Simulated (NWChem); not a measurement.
# doublet [N2]+ at 6 levels

Wanted: a comparison of 6 runs (U-r2SCAN/def2-TZVPPD, U-revPBE/def2-TZVPPD, U-wB97X/def2-TZVPPD, UB2PLYP/def2-TZVPPD, UBLYP/def2-TZVPPD, USVWN5/def2-TZVPPD) of doublet [N2]+. 

Program for the calculation: NWChem 7.3.0.

## Step 1: The structure to begin with

[N2]+: 2 atoms, total charge +1, spin state doublet. As SMILES of the parent species, `N#N`. The shape is that of a PBE0-D4/def2-TZVP optimisation. That shape belongs to the parent species and isn't relaxed for this state.

Bond lengths: N1–N2 1.090 Å.

## Step 2: The energy at U-r2SCAN/def2-TZVPPD (run 1)

Input file work.nw:

```
start work
title "N2"
memory stack 880 mb heap 220 mb global 1100 mb
charge 1

geometry noautosym nocenter noautoz
N     0.465500   -0.150300    0.239800
N    -0.465500    0.150300   -0.239800
end

basis spherical bse
* library def2-TZVPPD
end

dft
xc r2scan
mult 2
grid xfine
convergence energy 1e-08
iterations 100
mulliken
print low
end

task dft
```

Run with:

```sh
$ nwchem work.nw > work.out
```

What it wrote:

```text
[...]
 d= 0,ls=0.0,diis     1   -108.9228966043 -1.33D+02  4.63D-03  1.04D-01     1.1
[...]
 d= 0,ls=0.0,diis     9   -108.9395655512 -7.56D-12  7.55D-09  4.54D-14     9.7
[...]
         Total DFT energy =     -108.939565551223
      One electron energy =     -188.687749903250
           Coulomb energy =       69.202101101271
    Exchange-Corr. energy =      -13.252260242466
 Nuclear repulsion energy =       23.798343493223
[...]
      Total Density - Mulliken Population Analysis
     ---------------------------------------------
    Atom       Charge   Shell Charges
 -----------   ------   -------------------------------------------------------
    1 N    7     6.50   0.82  1.15  0.68  0.83  0.19 -0.01  1.34  1.23  0.19  0.02  0.05  0.00  0.01
    2 N    7     6.50   0.82  1.15  0.68  0.83  0.19 -0.01  1.34  1.23  0.19  0.02  0.05  0.00  0.01
[...]
      <S2> =      0.7545 (Exact =     0.7500)
[...]
```

Wall time 11 s (1 thread of Intel Xeon 6975P-C (Granite Rapids), shared host); peak memory 0.11 GiB.

## Step 3: A single-point energy at U-revPBE/def2-TZVPPD (run 2)

Input file mol.nw:

```
start mol
title "N2 energy"
memory total 2200 mb
charge 1

geometry units bohr noautosym nocenter noautoz
N      0.87966751    -0.28402584     0.45315632
N     -0.87966751     0.28402584    -0.45315632
end

basis spherical bse
* library def2-TZVPPD
end

dft
xc revpbe cpbe96
mult 2
grid xfine
convergence energy 1e-08
maxiter 100
mulliken
noprint "final vectors analysis"
end

task dft energy
```

Run with:

```sh
$ nwchem mol.nw > mol.out
```

What it wrote:

```text
[...]
          Wavefunction type:  spin polarized.
          No. of atoms     :     2
          No. of electrons :    13
[...]
          Charge           :     1
          Spin multiplicity:     2
[...]
          AO basis - number of functions:    74
[...]
              XC Information
              --------------
                        RevPBE Exchange Functional  1.000
            Perdew 1991 LDA Correlation Functional  1.000 local
           PerdewBurkeErnz. Correlation Functional  1.000 non-local
[...]
 d= 0,ls=0.0,diis     1   -108.9681226653 -1.33D+02  7.80D-03  1.06D-01     1.0
[...]
 d= 0,ls=0.0,diis     9   -108.9849699882  3.41D-13  1.26D-09  9.40D-15     7.8
[...]
         Total DFT energy =     -108.984969988238
      One electron energy =     -188.738366634723
           Coulomb energy =       69.256929084370
    Exchange-Corr. energy =      -13.301874263378
 Nuclear repulsion energy =       23.798341825492
[...]
      Total Density - Mulliken Population Analysis
     ---------------------------------------------
    Atom       Charge   Shell Charges
 -----------   ------   -------------------------------------------------------
    1 N    7     6.50   0.82  1.14  0.68  0.82  0.10 -0.00  1.37  1.21  0.27  0.02  0.05  0.01  0.01
    2 N    7     6.50   0.82  1.14  0.68  0.82  0.10 -0.00  1.37  1.21  0.27  0.02  0.05  0.01  0.01
[...]
      <S2> =      0.7524 (Exact =     0.7500)
[...]
```

Run time: 8.4 s. Hardware: 1 thread of Intel Xeon 6975P-C (Granite Rapids), shared host; peak memory 0.11 GiB.

Runs 3 to 4 aren't shown in full; the table further down has their settings and results.

## Step 4: A single-point energy at UBLYP/def2-TZVPPD (run 5)

Input file n2.xyz:

```xyz
2

N      0.465500    -0.150300     0.239800
N     -0.465500     0.150300    -0.239800
```

Input file run.py:

```python
from ase.io import read
from ase.calculators.nwchem import NWChem

molecule = read('n2.xyz')

calc = NWChem(
    label='n2',
    theory='dft',
    memory='2200 mb',
    basis='def2-TZVPPD',
    basispar='spherical bse',
    charge=1,
    dft={'xc': 'becke88 lyp', 'mult': '2', 'grid': 'xfine', 'convergence': 'energy 1e-08', 'iterations': '100', 'mulliken': None},
    task='energy',
)
molecule.calc = calc

print(f"energy = {molecule.get_potential_energy():.6f} eV")
```

Run with:

```sh
$ export ASE_NWCHEM_COMMAND="nwchem PREFIX.nwi > PREFIX.nwo"
$ python run.py
```

What it wrote:

```text
energy = -2965.943476 eV
```

The calculator wrote n2.nwi:

```
title "n2"

permanent_dir n2

scratch_dir n2

start n2

geometry units angstrom nocenter noautosym noautoz
  N  4.6550000000000002e-01 -1.5029999999999999e-01 2.3980000000000001e-01
  N  -4.6550000000000002e-01 1.5029999999999999e-01 -2.3980000000000001e-01
end

charge 1

memory 2200 mb

basis spherical bse noprint
   * library def2-TZVPPD
end

dft
  xc becke88 lyp
  mult 2
  grid xfine
  convergence energy 1e-08
  iterations 100
  mulliken
end

task dft energy
```

n2.nwo:

```text
Northwest Computational Chemistry Package (NWChem) 7.3.0
             --------------------------------------------------------

           Job information
           ---------------

    nwchem branch   = 7.3.0
    use scalapack   = T
    input           = n2.nwi
    prefix          = n2.
    data base       = n2/n2.db
    status          = startup
    nproc           =        1

           Memory information
           ------------------

    heap     =     72089594 doubles =      550.0 Mbytes
    stack    =     72089599 doubles =      550.0 Mbytes
    global   =    144179200 doubles =     1100.0 Mbytes (distinct from heap & stack)
    total    =    288358393 doubles =     2200.0 Mbytes
    verify   = yes
    hardfail = no

           Directory information
           ---------------------

  0 permanent = n2
  0 scratch   = n2

                                NWChem Input Module
                                -------------------

                                        n2
                                        --

[... 20 lines left out ...]
            Nuclear Dipole moment (a.u.)
[... 37 lines left out ...]
  convergence criterion.
[... 16 lines left out ...]
          Convergence on density requested:  1.00D-05
[... 17 lines left out ...]
          Spatial weights used:  Erf1
[... 3 lines left out ...]
          Convergence aids based upon iterative change in
[... 79 lines left out ...]
         Total DFT energy =     -108.996413251379
[... 1 line left out ...]
           Coulomb energy =       69.283920078444
[... 1 line left out ...]
 Nuclear repulsion energy =       23.798343493223
[... 530 lines left out ...]
                     DFT Final Beta Molecular Orbital Analysis
[... 589 lines left out ...]
   alpha     61     62     63     64     65     66     67     68     69     70
    beta     59     62     63     65     64     66     67     68     69     70
 overlap   1.000  0.999  0.999  0.997  0.997  1.000  1.000  1.000  1.000  1.000

   alpha     71     72     73     74
    beta     71     72     73     74
 overlap   1.000  1.000  1.000  1.000

     --------------------------
     Expectation value of S2:
     --------------------------
      <S2> =      0.7522 (Exact =     0.7500)

 center of mass
 --------------
 x =   0.00000000 y =   0.00000000 z =   0.00000000

 moments of inertia (a.u.)
 ------------------
           8.010352269348           6.997285480242         -11.163999056301
           6.997285480242          27.422644495217           3.604616666299
         -11.163999056301           3.604616666299          23.930840056935

     Multipole analysis of the density
     ---------------------------------

     L   x y z        total         alpha         beta         nuclear
     -   - - -        -----         -----         ----         -------
     0   0 0 0      1.000000     -7.000000     -6.000000     14.000000

     1   1 0 0      0.000000      0.000000     -0.000000      0.000000
[... 8 lines of this table left out ...]
     2   0 0 2     -5.780421     -4.818321     -3.837009      2.874909

 Task  times  cpu:        7.7s     wall:        7.7s
 Total times  cpu:        7.7s     wall:        7.7s
```

Wall time 8.7 s (1 thread of Intel Xeon 6975P-C (Granite Rapids), shared host); peak memory 0.11 GiB.

## Step 5: The energy at USVWN5/def2-TZVPPD (run 6)

Input file run.py:

```python
from ase import Atoms
from ase.calculators.nwchem import NWChem

molecule = Atoms(['N', 'N'], positions=[
    [0.465500, -0.150300, 0.239800],
    [-0.465500, 0.150300, -0.239800],
])

calc = NWChem(
    label='input',
    theory='dft',
    memory='2200 mb',
    basis='def2-TZVPPD',
    basispar='spherical bse',
    charge=1,
    dft={'xc': 'slater vwn_5', 'mult': '2', 'grid': 'xfine', 'convergence': 'energy 1e-08', 'iterations': '100', 'mulliken': None},
    task='energy',
)
molecule.calc = calc

print(f"energy = {molecule.get_potential_energy():.6f} eV")
```

Run with:

```sh
$ export ASE_NWCHEM_COMMAND="nwchem PREFIX.nwi > PREFIX.nwo"
$ python run.py
```

What it wrote:

```text
energy = -2942.014749 eV
```

The calculator wrote input.nwi:

```
title "input"

permanent_dir input

scratch_dir input

start input

geometry units angstrom nocenter noautosym noautoz
  N  4.6550000000000002e-01 -1.5029999999999999e-01 2.3980000000000001e-01
  N  -4.6550000000000002e-01 1.5029999999999999e-01 -2.3980000000000001e-01
end

charge 1

memory 2200 mb

basis spherical bse noprint
   * library def2-TZVPPD
end

dft
  xc slater vwn_5
  mult 2
  grid xfine
  convergence energy 1e-08
  iterations 100
  mulliken
end

task dft energy
```

input.nwo:

```text
Northwest Computational Chemistry Package (NWChem) 7.3.0
             --------------------------------------------------------

           Job information
           ---------------

    nwchem branch   = 7.3.0
    use scalapack   = T
    input           = input.nwi
    prefix          = input.
    data base       = input/input.db
    status          = startup
    nproc           =        1

           Memory information
           ------------------

    heap     =     72089594 doubles =      550.0 Mbytes
    stack    =     72089599 doubles =      550.0 Mbytes
    global   =    144179200 doubles =     1100.0 Mbytes (distinct from heap & stack)
    total    =    288358393 doubles =     2200.0 Mbytes
    verify   = yes
    hardfail = no

           Directory information
           ---------------------

  0 permanent = input
  0 scratch   = input

                                NWChem Input Module
                                -------------------

                                       input
                                       -----

[... 20 lines left out ...]
            Nuclear Dipole moment (a.u.)
[... 37 lines left out ...]
  convergence criterion.
[... 16 lines left out ...]
          Convergence on density requested:  1.00D-05
[... 17 lines left out ...]
          Spatial weights used:  Erf1
[... 3 lines left out ...]
          Convergence aids based upon iterative change in
[... 72 lines left out ...]
         Total DFT energy =     -108.117048727323
[... 1 line left out ...]
           Coulomb energy =       69.119219752860
[... 1 line left out ...]
 Nuclear repulsion energy =       23.798343493223
[... 532 lines left out ...]
                     DFT Final Beta Molecular Orbital Analysis
[... 589 lines left out ...]
   alpha     61     62     63     64     65     66     67     68     69     70
    beta     61     62     63     64     65     66     67     68     69     70
 overlap   1.000  0.999  0.999  0.999  0.999  1.000  1.000  1.000  1.000  1.000

   alpha     71     72     73     74
    beta     71     72     73     74
 overlap   1.000  1.000  1.000  1.000

     --------------------------
     Expectation value of S2:
     --------------------------
      <S2> =      0.7514 (Exact =     0.7500)

 center of mass
 --------------
 x =   0.00000000 y =   0.00000000 z =   0.00000000

 moments of inertia (a.u.)
 ------------------
           8.010352269348           6.997285480242         -11.163999056301
           6.997285480242          27.422644495217           3.604616666299
         -11.163999056301           3.604616666299          23.930840056935

     Multipole analysis of the density
     ---------------------------------

     L   x y z        total         alpha         beta         nuclear
     -   - - -        -----         -----         ----         -------
     0   0 0 0      1.000000     -7.000000     -6.000000     14.000000

     1   1 0 0      0.000000      0.000000     -0.000000      0.000000
[... 8 lines of this table left out ...]
     2   0 0 2     -5.783858     -4.821279     -3.837487      2.874909

 Task  times  cpu:        3.9s     wall:        3.9s
 Total times  cpu:        3.9s     wall:        3.9s
```

Run time: 5.1 s. Hardware: 1 thread of Intel Xeon 6975P-C (Granite Rapids), shared host; peak memory 0.11 GiB.

## Step 6: Overview of the runs

```
run                 level  frozen core orbitals  energy (Eh)   ⟨S²⟩  wall time
  1  U-r2SCAN/def2-TZVPPD                     –  -108.939566  0.754       11 s
  2  U-revPBE/def2-TZVPPD                     –  -108.984970  0.752      8.4 s
  3   U-wB97X/def2-TZVPPD                     –  -108.959978  0.754       15 s
  4   UB2PLYP/def2-TZVPPD                     2  -108.932058  0.758      7.8 s
  5     UBLYP/def2-TZVPPD                     –  -108.996413  0.752      8.7 s
  6    USVWN5/def2-TZVPPD                     –  -108.117049  0.751      5.1 s
```

## Step 7: Outcome

| quantity | value |
| --- | --- |
| run 6: total energy | -108.11705 Eh |
| run 6: HOMO energy (highest over α and β) | -22.72 eV |
| run 6: LUMO energy (lowest over α and β) | -20.99 eV |
| run 6: ⟨S²⟩ | 0.751 |

**Reading.** Totals of different functionals can't be ranked against each other. All runs together took 56 s, the longest 15 s.
